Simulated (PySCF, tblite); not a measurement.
# PH₂−: protonation, part 2 of 2

tblite 0.8.0 and PySCF 2.14.0. Atoms count from 0.

### Step 17. Single point (PH3): wavefunction

Geometry: PBE0-D3(BJ)/ma-def2-SVP.

The job: settings as JSON, then the geometry in Å.

```
{"job": {"kind": "sp", "xc": "MP2", "basis": "aug-cc-pVTZ", "grid": 2}, "charge": 0, "multiplicity": 1}
P      0.011906     0.670186    -0.114230
H     -1.037239    -0.291905    -0.001663
H      1.041185    -0.298212     0.090173
H     -0.048010     1.027131     1.267120
```

With the program's defaults for keys left out, this is: wavefunction single point, frozen core, gas phase.

Standard output:

```text
final grid: 28048 points
cycle   1  E = -342.4722023143  dE = -2.835e-01  |g| = 1.584e-01  |ddm| = 2.841e+00
cycle   2  E = -342.4856515718  dE = -1.345e-02  |g| = 4.877e-02  |ddm| = 2.869e-01
cycle   3  E = -342.4872194774  dE = -1.568e-03  |g| = 1.549e-02  |ddm| = 9.639e-02
cycle   4  E = -342.4874303574  dE = -2.109e-04  |g| = 2.981e-03  |ddm| = 4.142e-02
cycle   5  E = -342.4874393683  dE = -9.011e-06  |g| = 4.580e-04  |ddm| = 1.151e-02
cycle   6  E = -342.4874395589  dE = -1.906e-07  |g| = 5.269e-05  |ddm| = 1.791e-03
cycle   7  E = -342.4874395613  dE = -2.317e-09  |g| = 1.162e-05  |ddm| = 1.723e-04
converged SCF energy = -342.4874395613
E(HF, exact integrals) = -342.4874374408
E(MP2) = -342.6610073180
```

It took 2.8 s on 1 thread of Arm Neoverse N1, shared host; peak memory 0.5 GiB.

### Step 18. Protonation: MP2/aug-cc-pVTZ

This step combines the energies above: geometries from PBE0-D3(BJ)/ma-def2-SVP, zero-point and thermal terms from PBE0-D3(BJ)/ma-def2-SVP.

The job: settings as JSON, then the geometry in Å.

```
{"job": {"kind": "pa", "geom": {"xc": "PBE0", "basis": "ma-def2-SVP", "d3": "d3bj", "grid": 1}, "hess": 1, "level": {"xc": "MP2", "basis": "aug-cc-pVTZ"}}, "charge": -1, "multiplicity": 1}
P      0.011311     0.662982    -0.005832
H     -1.031417    -0.334065    -0.022965
H      1.043920    -0.344663    -0.000207
```

Output (the driver's rows laid out field by field):

```text
protonation site by site, MP2/aug-cc-pVTZ // PBE0-D3(BJ)/ma-def2-SVP

row 1
  formula                 H3P
  charge                  0
  multiplicity            1
  smiles                  P
  kept                    yes
  pieces                  1
  point_group             C3v
  atom                    0
  element                 P
  electronic              1548.65
  enthalpy                1525.72
  free_energy             1494.16
  share_gas               1.0
```

It took 4.5 s on 1 thread of Arm Neoverse N1, shared host; peak memory 0.5 GiB.

Energy given off on adding a proton (kJ/mol, gas phase, 298 K for the thermal columns):

| site | product | electronic | enthalpy | free energy |
| --- | --- | --- | --- | --- |
| P0 | P | 1548.7 | 1525.7 | 1494.2 |

### Step 19. Single point (PH₂−): HF/aug-cc-pVTZ

Geometry: PBE0-D3(BJ)/ma-def2-SVP.

The job: settings as JSON, then the geometry in Å.

```
{"job": {"kind": "sp", "xc": "HF", "basis": "aug-cc-pVTZ", "grid": 2}, "charge": -1, "multiplicity": 1}
P      0.011311     0.662982    -0.005832
H     -1.031417    -0.334065    -0.022965
H      1.043920    -0.344663    -0.000207
```

Standard output:

```text
final grid: 22672 points
cycle   1  E = -341.8571173483  dE = -3.043e-01  |g| = 2.314e-01  |ddm| = 2.321e+00
cycle   2  E = -341.8853544049  dE = -2.824e-02  |g| = 1.084e-01  |ddm| = 7.575e-01
cycle   3  E = -341.8889119729  dE = -3.558e-03  |g| = 2.144e-02  |ddm| = 2.028e-01
cycle   4  E = -341.8893744395  dE = -4.625e-04  |g| = 6.644e-03  |ddm| = 8.869e-02
cycle   5  E = -341.8894351782  dE = -6.074e-05  |g| = 1.544e-03  |ddm| = 2.975e-02
cycle   6  E = -341.8894391830  dE = -4.005e-06  |g| = 3.275e-04  |ddm| = 8.644e-03
cycle   7  E = -341.8894393848  dE = -2.018e-07  |g| = 9.674e-05  |ddm| = 2.099e-03
cycle   8  E = -341.8894394002  dE = -1.548e-08  |g| = 2.648e-05  |ddm| = 5.576e-04
cycle   9  E = -341.8894394012  dE = -9.971e-10  |g| = 4.499e-06  |ddm| = 1.650e-04
converged SCF energy = -341.8894394012
```

It took 0.26 s on 1 thread of Arm Neoverse N1, shared host.

### Step 20. Single point (PH3): HF/aug-cc-pVTZ

Geometry: PBE0-D3(BJ)/ma-def2-SVP.

The job: settings as JSON, then the geometry in Å.

```
{"job": {"kind": "sp", "xc": "HF", "basis": "aug-cc-pVTZ", "grid": 2}, "charge": 0, "multiplicity": 1}
P      0.011906     0.670186    -0.114230
H     -1.037239    -0.291905    -0.001663
H      1.041185    -0.298212     0.090173
H     -0.048010     1.027131     1.267120
```

Standard output:

```text
final grid: 28048 points
cycle   1  E = -342.4722023143  dE = -2.835e-01  |g| = 1.584e-01  |ddm| = 2.841e+00
cycle   2  E = -342.4856515718  dE = -1.345e-02  |g| = 4.877e-02  |ddm| = 2.869e-01
cycle   3  E = -342.4872194774  dE = -1.568e-03  |g| = 1.549e-02  |ddm| = 9.639e-02
cycle   4  E = -342.4874303574  dE = -2.109e-04  |g| = 2.981e-03  |ddm| = 4.142e-02
cycle   5  E = -342.4874393683  dE = -9.011e-06  |g| = 4.580e-04  |ddm| = 1.151e-02
cycle   6  E = -342.4874395589  dE = -1.906e-07  |g| = 5.269e-05  |ddm| = 1.791e-03
cycle   7  E = -342.4874395613  dE = -2.317e-09  |g| = 1.162e-05  |ddm| = 1.723e-04
converged SCF energy = -342.4874395613
```

It took 0.35 s on 1 thread of Arm Neoverse N1, shared host.

### Step 21. Protonation: HF/aug-cc-pVTZ

This step combines the energies above: geometries from PBE0-D3(BJ)/ma-def2-SVP, zero-point and thermal terms from PBE0-D3(BJ)/ma-def2-SVP.

The job: settings as JSON, then the geometry in Å.

```
{"job": {"kind": "pa", "geom": {"xc": "PBE0", "basis": "ma-def2-SVP", "d3": "d3bj", "grid": 1}, "hess": 1, "level": {"xc": "HF", "basis": "aug-cc-pVTZ"}}, "charge": -1, "multiplicity": 1}
P      0.011311     0.662982    -0.005832
H     -1.031417    -0.334065    -0.022965
H      1.043920    -0.344663    -0.000207
```

Output (the driver's rows laid out field by field):

```text
protonation site by site, HF/aug-cc-pVTZ // PBE0-D3(BJ)/ma-def2-SVP

row 1
  formula                 H3P
  charge                  0
  multiplicity            1
  smiles                  P
  kept                    yes
  pieces                  1
  point_group             C3v
  atom                    0
  element                 P
  electronic              1570.05
  enthalpy                1547.12
  free_energy             1515.56
  share_gas               1.0
```

It took 0.73 s on 1 thread of Arm Neoverse N1, shared host.

Energy given off on adding a proton (kJ/mol, gas phase, 298 K for the thermal columns):

| site | product | electronic | enthalpy | free energy |
| --- | --- | --- | --- | --- |
| P0 | P | 1570.0 | 1547.1 | 1515.6 |

### Step 22. Results

The summary covers parts 1 to 2.

| quantity | value |
| --- | --- |
| strongest single infrared mode (GFN2-xTB) | 2432 cm⁻¹, 442 km/mol |
| zero-point energy (GFN2-xTB) | 9.0 kcal/mol |
| point group | C2v |
| rotational constants (main isotopes) | 265.78, 232.82, 124.11 GHz |
| proton affinity (−ΔH), P0 (M06-2X/ma-def2-TZVP) | 1530.6 kJ/mol |
| proton affinity (−ΔH), P0 (CCSD(T)/aug-cc-pVTZ) | 1533.4 kJ/mol |
| proton affinity (−ΔH), P0 (MP2/aug-cc-pVTZ) | 1525.7 kJ/mol |
| proton affinity (−ΔH), P0 (HF/aug-cc-pVTZ) | 1547.1 kJ/mol |

In words: No mode is imaginary among the 3: a minimum at this level. The strongest single mode, at 2432 cm⁻¹, moves mainly H2 and H1. Unscaled tight-binding wavenumbers are off by several per cent, some by more. Its intensities can rank the bands wrongly. Relaxing lowered the energy by 0.222 eV in 3 steps; the close pair that moved most is P0–H1, from 1.344 to 1.443 Å (PBE0/ma-def2-SVP). The proton affinity (−ΔH) at P0 is 1530.6 kJ/mol at M06-2X/ma-def2-TZVP; zero-point and thermal terms move it by -22.9 kJ/mol from the electronic value.
